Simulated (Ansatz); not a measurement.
Which method gave which barrier?

Saddle point of CH$_{7}$BO, singlet (BH₃O ([BH2][OH]) + CH₄ → CH₅B ([BH2][CH3]) + H₂O (still joined by a long B–O bond); bonds formed: B1–C6, O2–H5; bonds broken: H5–C6; bonds weakened to dative contacts: B1–O2), PBE0-D4/def2-TZVP structure:

```
10
angstrom
B 0.1408 0.3012 -0.7511
O -1.4253 0.1029 -0.7387
H 0.6897 -0.5257 -1.4271
H 0.4161 1.4543 -0.9138
H -0.7376 -0.1245 0.2734
C 0.4732 -0.0879 0.9446
H -1.6475 -0.7199 -1.1827
H 0.4134 -1.1194 1.3032
H 0.1460 0.6025 1.7255
H 1.5313 0.1164 0.7666
```

Computed with Ansatz 0.2.0 (basis: def2-TZVPP, with def2-QZVPP for the basis limit); correlated methods freeze the cores. Extrapolation: Hartree–Fock as exp(−7.88 √X), correlation as X^−2.97. Four methods, as single points on the PBE0-D4 structures, gave these electronic barriers from the start structure: 196.4, 218.6, 245.0, 307.4 kJ/mol.

Question: The methods were, in alphabetical order, BHLYP-D4, BLYP-D4, HF, PBE0-D4. Which gave which? (Judge from chemistry; the calculation decides.)

Answer: By the calculation: PBE0-D4 196.4; BLYP-D4 218.6; BHLYP-D4 245.0; HF 307.4 kJ/mol. For comparison, CCSD(T) at an estimated basis limit (MP2 extrapolated from triple and quadruple zeta, plus CCSD(T) − MP2 in triple zeta) gives 221.9 kJ/mol.

T1 diagnostic: at most 0.013.

Labels in which every atom is bracketed show which atoms are joined, not bond orders.

For scale, one of the runs: CCSD(T)/def2-TZVPP, 191 basis functions, launched by `ansatz run in.yaml --threads 2 --pin off --events-out ev --progress --plain --max-ram 4352MiB`. Time: 79 s of wall clock on 2 CPU threads of an Arm Neoverse N1; the host was shared. Peak host memory: 2.2 GiB.
